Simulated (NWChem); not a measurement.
# ROMPW1B95-D3(BJ)/IGLO-II (SMD dmf, esp resp) run of CH4ClSi (SMILES C[SiH]Cl), part 2 of 2

NWChem 7.3.0. The steps go on from the part before.

**3. The distorted shape at the same level**

File mol.xyz:

```xyz
7

C     -0.673975     0.554610    -0.271638
Si     0.922518    -0.347255    -0.045444
Cl     0.720064    -2.349426     0.599194
H     -0.437435     1.536064    -0.605163
H     -1.199202     0.470184     0.669968
H     -1.271770     0.029684    -1.049052
H      1.841369     0.347488     1.016738
```

File mol.nw:

```
start mol
memory 2200 mb

geometry units angstroms noautosym nocenter noautoz
 load format xyz mol.xyz
end

basis "ao basis" spherical bse
 * library IGLO-II
end

cosmo
 do_cosmo_smd true
 solvent dmf
end

dft
 xc mpw1b95
 mult 2
 rodft
 cgmin
 disp vdw 4
 grid coarse
 convergence energy 1e-05
 iterations 150
 mulliken
 noprint "final vectors analysis"
end

esp
 restrain
 range 0.4
 spacing 0.035
 recalculate
end

task dft energy
task esp
```

Command:

```sh
nwchem mol.nw > mol.out
```

Log:

```text
Northwest Computational Chemistry Package (NWChem) 7.3.0
             --------------------------------------------------------

           Job information
           ---------------

    nwchem branch   = 7.3.0
    use scalapack   = T
    input           = mol.nw
    prefix          = mol.
    data base       = ./mol.db
    status          = startup
    nproc           =        1

           Memory information
           ------------------

    heap     =     72089600 doubles =      550.0 Mbytes
    stack    =     72089597 doubles =      550.0 Mbytes
    global   =    144179200 doubles =     1100.0 Mbytes (distinct from heap & stack)
    total    =    288358397 doubles =     2200.0 Mbytes
    verify   = yes
    hardfail = no

           Directory information
           ---------------------

  0 permanent = .
  0 scratch   = .

                                NWChem Input Module
                                -------------------

 Scaling coordinates for geometry "geometry" by  1.889725989
 (inverse scale =  0.529177249)

                             Geometry "geometry" -> ""
                             -------------------------

 Output coordinates in angstroms (scale by  1.889725989 to convert to a.u.)

  No.       Tag          Charge          X              Y              Z
 ---- ---------------- ---------- -------------- -------------- --------------
    1 C                    6.0000    -0.67397500     0.55461000    -0.27163800
    2 Si                  14.0000     0.92251800    -0.34725500    -0.04544400
    3 Cl                  17.0000     0.72006400    -2.34942600     0.59919400
    4 H                    1.0000    -0.43743500     1.53606400    -0.60516300
    5 H                    1.0000    -1.19920200     0.47018400     0.66996800
    6 H                    1.0000    -1.27177000     0.02968400    -1.04905200
    7 H                    1.0000     1.84136900     0.34748800     1.01673800

      Atomic Mass
      -----------

      C                 12.000000
      Si                27.976930
      Cl                34.968850
      H                  1.007825

 Effective nuclear repulsion energy (a.u.)     135.4501598962

            Nuclear Dipole moment (a.u.)
            ----------------------------
        X                 Y               Z
 ---------------- ---------------- ----------------
    37.8804115972   -73.8707721730    15.0285089070

            XYZ format geometry
            -------------------
     7
 geometry
 C                    -0.67397500     0.55461000    -0.27163800
 Si                    0.92251800    -0.34725500    -0.04544400
 Cl                    0.72006400    -2.34942600     0.59919400
 H                    -0.43743500     1.53606400    -0.60516300
 H                    -1.19920200     0.47018400     0.66996800
 H                    -1.27177000     0.02968400    -1.04905200
 H                     1.84136900     0.34748800     1.01673800

 ==============================================================================
                                internuclear distances
 ------------------------------------------------------------------------------
       center one      |      center two      | atomic units |  angstroms
 ------------------------------------------------------------------------------
    2 Si               |   1 C                |     3.49130  |     1.84752
    3 Cl               |   2 Si               |     3.99320  |     2.11311
    4 H                |   1 C                |     2.00920  |     1.06322
    5 H                |   1 C                |     2.04371  |     1.08149
    6 H                |   1 C                |     2.10200  |     1.11233
 ------------------------------------------------------------------------------
                         number of included internuclear distances:          5
 ==============================================================================

 ==============================================================================
                                 internuclear angles
 ------------------------------------------------------------------------------
        center 1       |       center 2       |       center 3       |  degrees
 ------------------------------------------------------------------------------
    2 Si               |   1 C                |   4 H                |   107.26
    2 Si               |   1 C                |   5 H                |   105.96
    2 Si               |   1 C                |   6 H                |   108.64
    4 H                |   1 C                |   5 H                |   116.95
    4 H                |   1 C                |   6 H                |   109.63
    5 H                |   1 C                |   6 H                |   108.10
    1 C                |   2 Si               |   3 Cl               |   114.65
 ------------------------------------------------------------------------------
                            number of included internuclear angles:          7
 ==============================================================================

 Summary of "ao basis" -> "" (spherical)
 ------------------------------------------------------------------------------
       Tag                 Description            Shells   Functions and Types
 ---------------- ------------------------------  ------  ---------------------
 *                          IGLO-II                   on all atoms

                                 NWChem DFT Module
                                 -----------------

                      Basis "ao basis" -> "ao basis" (spherical)
                      -----
  [basis functions not shown]

[... 107 lines left out ...]
          Convergence on energy requested:  1.00D-05
          Convergence on density requested:  1.00D-05
          Convergence on gradient requested:  5.00D-04
[... 21 lines left out ...]
          Spatial weights used:  Erf1
[... 1 line left out ...]
          Convergence Information
[... 1 line left out ...]
          Convergence aids based upon iterative change in
          total energy or number of iterations.
[... 43 lines left out ...]
         Quadratically convergent ROKS
[... 1 line left out ...]
 Convergence threshold     :          5.000E-04
[... 1 line left out ...]
 Final Fock-matrix accuracy:          1.000E-08
[... 26 lines left out ...]
         Total DFT energy =     -790.242628858022
      One electron energy =    -1360.173951399890
           Coulomb energy =      473.776453406235
    Exchange-Corr. energy =      -39.273407269323
 Nuclear repulsion energy =      135.450159896162
[... 3 lines left out ...]
             COSMO energy =       -0.021883491206
[... 10 lines left out ...]
                               delta internal energy  =         0.000690423685 (    0.43 kcal/mol)
[... 6 lines left out ...]
                       DFT Final Molecular Orbital Analysis
[... 783 lines left out ...]
 Vector  108  Occ=0.000000D+00  E= 5.319891D+01
              MO Center=  7.2D-01, -2.3D+00,  6.0D-01, r^2= 8.6D-02
   Bfn.  Coefficient  Atom+Function         Bfn.  Coefficient  Atom+Function
  ----- ------------  ---------------      ----- ------------  ---------------
    60      3.802929  3 Cl s                 61     -3.480981  3 Cl s
    62      1.941423  3 Cl s                 59     -1.684401  3 Cl s
    63     -0.765066  3 Cl s                 64      0.498843  3 Cl s
    58     -0.248164  3 Cl s                 29     -0.243108  2 Si s

 Vector  109  Occ=0.000000D+00  E= 8.687691D+01
              MO Center=  9.2D-01, -3.5D-01, -4.6D-02, r^2= 4.0D-02
   Bfn.  Coefficient  Atom+Function         Bfn.  Coefficient  Atom+Function
  ----- ------------  ---------------      ----- ------------  ---------------
    35      1.502115  2 Si pz                32     -1.280280  2 Si pz
    38     -0.988220  2 Si pz                33     -0.758965  2 Si px
    30      0.646888  2 Si px                36      0.499272  2 Si px
    41      0.427173  2 Si pz                39     -0.215660  2 Si px

 Vector  110  Occ=0.000000D+00  E= 8.699843D+01
              MO Center=  9.2D-01, -3.5D-01, -4.5D-02, r^2= 4.1D-02
   Bfn.  Coefficient  Atom+Function         Bfn.  Coefficient  Atom+Function
  ----- ------------  ---------------      ----- ------------  ---------------
    34      1.502326  2 Si py                31     -1.275554  2 Si py
    37     -1.000356  2 Si py                33      0.679590  2 Si px
    30     -0.577010  2 Si px                36     -0.452554  2 Si px
[... 4 lines of this table left out ...]
              MO Center=  9.2D-01, -3.5D-01, -4.5D-02, r^2= 4.1D-02
   Bfn.  Coefficient  Atom+Function         Bfn.  Coefficient  Atom+Function
  ----- ------------  ---------------      ----- ------------  ---------------
    33      1.350566  2 Si px                30     -1.144639  2 Si px
    36     -0.904375  2 Si px                34     -0.777193  2 Si py
    35      0.666089  2 Si pz                31      0.658683  2 Si py
[... 4 lines of this table left out ...]
              MO Center=  7.2D-01, -2.3D+00,  6.0D-01, r^2= 2.8D-02
   Bfn.  Coefficient  Atom+Function         Bfn.  Coefficient  Atom+Function
  ----- ------------  ---------------      ----- ------------  ---------------
    70      1.661850  3 Cl pz                67     -1.353623  3 Cl pz
    73     -1.181343  3 Cl pz                76      0.558585  3 Cl pz
    68     -0.486354  3 Cl px                69      0.415217  3 Cl py
[... 4 lines of this table left out ...]
              MO Center=  7.2D-01, -2.3D+00,  6.0D-01, r^2= 2.8D-02
   Bfn.  Coefficient  Atom+Function         Bfn.  Coefficient  Atom+Function
  ----- ------------  ---------------      ----- ------------  ---------------
    68      1.712490  3 Cl px                65     -1.394703  3 Cl px
    71     -1.217778  3 Cl px                74      0.576434  3 Cl px
    70      0.484015  3 Cl pz                67     -0.394199  3 Cl pz
    73     -0.344184  3 Cl pz                77     -0.190820  3 Cl px
    76      0.162911  3 Cl pz

 Vector  114  Occ=0.000000D+00  E= 1.269096D+02
              MO Center=  7.2D-01, -2.4D+00,  6.0D-01, r^2= 2.9D-02
   Bfn.  Coefficient  Atom+Function         Bfn.  Coefficient  Atom+Function
  ----- ------------  ---------------      ----- ------------  ---------------
    69      1.732001  3 Cl py                66     -1.409535  3 Cl py
    72     -1.234475  3 Cl py                75      0.588388  3 Cl py
    70     -0.418473  3 Cl pz                67      0.340554  3 Cl pz
    73      0.298285  3 Cl pz                78     -0.202174  3 Cl py

 Vector  115  Occ=0.000000D+00  E= 1.995056D+02
              MO Center=  9.2D-01, -3.5D-01, -4.5D-02, r^2= 2.6D-02
   Bfn.  Coefficient  Atom+Function         Bfn.  Coefficient  Atom+Function
  ----- ------------  ---------------      ----- ------------  ---------------
    24      3.484971  2 Si s                 25     -2.893547  2 Si s
    23     -1.744759  2 Si s                 26      1.448717  2 Si s
    27     -0.680597  2 Si s                 28      0.282151  2 Si s
    29     -0.169038  2 Si s

 Vector  116  Occ=0.000000D+00  E= 2.986502D+02
              MO Center=  7.2D-01, -2.3D+00,  6.0D-01, r^2= 1.9D-02
   Bfn.  Coefficient  Atom+Function         Bfn.  Coefficient  Atom+Function
  ----- ------------  ---------------      ----- ------------  ---------------
    59      3.569861  3 Cl s                 60     -3.068369  3 Cl s
    58     -1.756449  3 Cl s                 61      1.659550  3 Cl s
    62     -0.818464  3 Cl s                 63      0.316878  3 Cl s
    64     -0.208252  3 Cl s

 Task  times  cpu:       25.4s     wall:       25.4s

                                NWChem Input Module
                                -------------------

                     NWChem Electrostatic Potential Fit Module
                     -----------------------------------------

 Atom parameters

 Number of atoms is                                    7
 Number of basis functions is                        116

 Grid parameters

 Maximum number of grid points is                  13420
 Number of grid points is                          13419
 Grid range                                     0.400000 nm
 Grid spacing                                   0.035000 nm
 Probe radius                                   0.070000 nm
 Atom radius factor                             1.000000

 Restraint parameters

 Hyperbolic restraint to zero charge
    with scaling                 0.001000
         tightness               0.100000
         maximum iterations     25
         tolerance               0.000100

 Atomic radii

    1    0.100000
    6    0.147000
   14    0.187000
   17    0.169000
 FASTESP  F
  using M.O. file = ./mol.movecs

    Atom              Coordinates                           Charge

                                                  ESP         RESP        RESP2
                                                                         constr

    1 C    -0.067398    0.055461   -0.027164   -0.075521   -0.068702   -0.061900
    2 Si    0.092252   -0.034726   -0.004544    0.167750    0.166051    0.166051
    3 Cl    0.072006   -0.234943    0.059919   -0.216847   -0.216554   -0.216554
    4 H    -0.043744    0.153606   -0.060516    0.056799    0.054879    0.054235
    5 H    -0.119920    0.047018    0.066997    0.072514    0.070474    0.054235
    6 H    -0.127177    0.002968   -0.104905    0.045859    0.044152    0.054235
    7 H     0.184137    0.034749    0.101674   -0.050554   -0.050301   -0.050301
                                            ------------------------------------
                                                0.000000    0.000000    0.000000

 Dipole moment                                  1.120031    1.119587    1.126146

 Quadrupole moment Qxx                          2.436583    2.428091    2.379135
                   Qyy                         -3.657632   -3.647856   -3.729814
                   Qzz                          1.221049    1.219765    1.350680

 RMS deviation kJ/mol                           0.104826    0.104828    0.105885

 RRMS %                                        37.366250   37.366803   37.743677

 Task  times  cpu:        2.7s     wall:        2.7s
 Total times  cpu:       28.2s     wall:       28.2s
```

Run time: 29 s. Hardware: 1 thread of Intel Xeon 6975P-C (Granite Rapids), shared host; peak memory 0.12 GiB.

**4. What came out**

The summary covers parts 1 to 2.

Level: ROMPW1B95-D3(BJ)/IGLO-II (SMD dmf, esp resp).

| quantity | value |
| --- | --- |
| first shape: total energy | -790.24808 Eh |
| first shape: dispersion energy | -9.36 kJ/mol |
| first shape: solvent term in the energy | -9.7 kJ/mol |
| distorted shape: total energy | -790.24263 Eh |
| distorted shape: dispersion energy | -9.30 kJ/mol |
| distorted shape: solvent term in the energy | -11.8 kJ/mol |
| energy change with the atoms displaced | 0.148 eV |

What this shows: With the atoms displaced the energy rises by 0.15 eV (14.3 kJ/mol). The first shape isn't relaxed at this level, so the change isn't measured from a minimum.
